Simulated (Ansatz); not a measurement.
**Nudged elastic band run: CH$_{6}$AlF**

Input:

```yaml
crystal:
  periodic: [false, false, false]
  atoms:
    - { symbol: Al, position_ang: [0.005626, -0.005265, 0.354277] }
    - { symbol: C, position_ang: [0.06086, 0.254446, 2.273543] }
    - { symbol: H, position_ang: [-0.868669, -0.102649, 2.754918] }
    - { symbol: H, position_ang: [0.916956, -0.256194, 2.75034] }
    - { symbol: H, position_ang: [0.155567, 1.33058, 2.513551] }
    - { symbol: F, position_ang: [1.435645, -0.064663, -0.487244] }
    - { symbol: H, position_ang: [-1.313413, 0.02406, -0.5532] }
    - { symbol: H, position_ang: [-0.520615, -2.19021, 0.307783] }
    - { symbol: H, position_ang: [-0.187655, -2.133807, 1.006733] }
basis:
  gaussian: { orbitals: "6-31G*" }
hamiltonian:
  xc: lda
neb:
  order_check: false
  images: 7
  f_tol: 0.05
  max_iterations: 60
  initial_path: linear
  final_atoms:
    - { symbol: Al, position_ang: [-0.1117778, -0.5447146, -0.15943215] }
    - { symbol: C, position_ang: [-0.01482028, -0.20495937, 2.37176271] }
    - { symbol: H, position_ang: [-0.90422168, 0.39979194, 2.60005816] }
    - { symbol: H, position_ang: [0.56143671, -0.42054817, 3.28710775] }
    - { symbol: H, position_ang: [0.6655929, 0.35846033, 1.69906722] }
    - { symbol: F, position_ang: [1.21098117, 0.44040505, -0.40041045] }
    - { symbol: H, position_ang: [-1.54978617, 0.14613246, -0.23707158] }
    - { symbol: H, position_ang: [0.1495469, -2.12164949, -0.2152256] }
    - { symbol: H, position_ang: [-0.32264974, -1.19662015, 1.97484493] }
```

Launched with:

```bash
$ ansatz run input.yaml --threads 1 --pin off --max-ram 2048MiB --backend cpu --events-out ev --progress --plain --runs-dir out
```

Output, in part (warnings, iteration lines, the closing report on the highest movable image, with atoms numbered from 0):

```
NEB end point (image 0): max|allowed force component| = 3.776e-3 eV/Å (the criterion of neb.relax_end_points is 1.000e-2)
NEB end point (image 8): max|allowed force component| = 1.402e-2 eV/Å (the criterion of neb.relax_end_points is 1.000e-2)
NEB iter   1: max|band force component| = 8.848e0 eV/Å  barrier→ = 3.3630 eV  barrier← = 3.7598 eV  Δτ_max = 0.2000 Å  (219 SCF iters)
NEB iter   2: max|band force component| = 2.899e0 eV/Å  barrier→ = 1.4149 eV  barrier← = 1.8117 eV  Δτ_max = 0.2000 Å  (198 SCF iters)
NEB iter   3: max|band force component| = 3.184e0 eV/Å  barrier→ = 1.0119 eV  barrier← = 1.4087 eV  Δτ_max = 0.1007 Å  (180 SCF iters)
NEB iter   4: max|band force component| = 1.110e0 eV/Å  barrier→ = 0.9082 eV  barrier← = 1.3050 eV  Δτ_max = 0.0856 Å  (177 SCF iters)
NEB iter   5: max|band force component| = 6.045e-1 eV/Å  barrier→ = 0.8501 eV  barrier← = 1.2469 eV  Δτ_max = 0.0575 Å  (182 SCF iters)
NEB iter   6: max|band force component| = 6.891e-1 eV/Å  barrier→ = 0.8222 eV  barrier← = 1.2190 eV  CI = image 4  Δτ_max = 0.1439 Å  (183 SCF iters)
NEB iter   7: max|band force component| = 2.968e-1 eV/Å  barrier→ = 0.9278 eV  barrier← = 1.3246 eV  CI = image 4  Δτ_max = 0.0601 Å  (179 SCF iters)
NEB iter   8: max|band force component| = 1.892e-1 eV/Å  barrier→ = 0.9067 eV  barrier← = 1.3035 eV  CI = image 4  Δτ_max = 0.0414 Å  (170 SCF iters)
NEB iter   9: max|band force component| = 4.830e-2 eV/Å  barrier→ = 0.9046 eV  barrier← = 1.3014 eV  CI = image 4  Δτ_max = 0.0000 Å  (340 SCF iters)
Total energy: -10390.48595105 eV, -381.8433157767 hartree
Atom 0 at    -0.141833    -0.178277     0.146790 Å, force     0.043460     0.014631    -0.018107 eV/Å
Atom 1 at     0.035455    -0.185844     2.222723 Å, force    -0.003761     0.040737     0.016908 eV/Å
Atom 2 at    -0.938867    -0.204802     2.740856 Å, force    -0.020628    -0.020339    -0.006570 eV/Å
Atom 3 at     0.782198    -0.729865     2.829607 Å, force     0.002487    -0.018116     0.012414 eV/Å
Atom 4 at     0.393760     0.867594     2.232784 Å, force     0.014935    -0.011958    -0.035388 eV/Å
Atom 5 at     1.265106     0.313693    -0.575784 Å, force    -0.040719    -0.016034     0.022115 eV/Å
Atom 6 at    -1.572594     0.276547    -0.355468 Å, force    -0.005493     0.001009     0.012206 eV/Å
Atom 7 at    -0.128539    -1.929088     0.374637 Å, force     0.009668     0.019481     0.025232 eV/Å
Atom 8 at    -0.010385    -1.373659     1.304556 Å, force     0.000050    -0.009412    -0.028810 eV/Å
Dipole moment:    -0.134851    -0.080800     0.463486 e Å
```

The run converged. Another band between the same ends (7 images) ends at a top of the same energy, where a vibrational analysis finds 1 clearly imaginary mode. The orbitals stay closed-shell, which can raise the energy where a bond breaks towards radicals; this wasn't checked here.

Final band (atoms are numbered from 1 in the order of the input):

| image | path coordinate (Å) | energy (eV) | Al1–C2 (Å) | H8–H9 (Å) | Al1–H8 (Å) |
| --- | --- | --- | --- | --- | --- |
| 0 | 0.00 | 0.00 | 1.94 | 0.78 | 2.25 |
| 1 | 0.41 | 0.01 | 1.94 | 0.78 | 2.27 |
| 2 | 0.83 | 0.09 | 1.94 | 0.78 | 2.17 |
| 3 | 1.24 | 0.44 | 1.97 | 0.84 | 1.96 |
| 4 | 1.66 | 0.90 | 2.08 | 1.09 | 1.77 |
| 5 | 2.15 | 0.16 | 2.33 | 1.55 | 1.64 |
| 6 | 2.64 | -0.29 | 2.55 | 1.97 | 1.60 |
| 7 | 3.13 | -0.38 | 2.57 | 2.27 | 1.60 |
| 8 | 3.62 | -0.40 | 2.56 | 2.42 | 1.60 |

The run took 48 s on 1 thread of Intel(R) Xeon(R) 6975P-C (Granite Rapids) (shared host), peak memory 0.13 GiB.
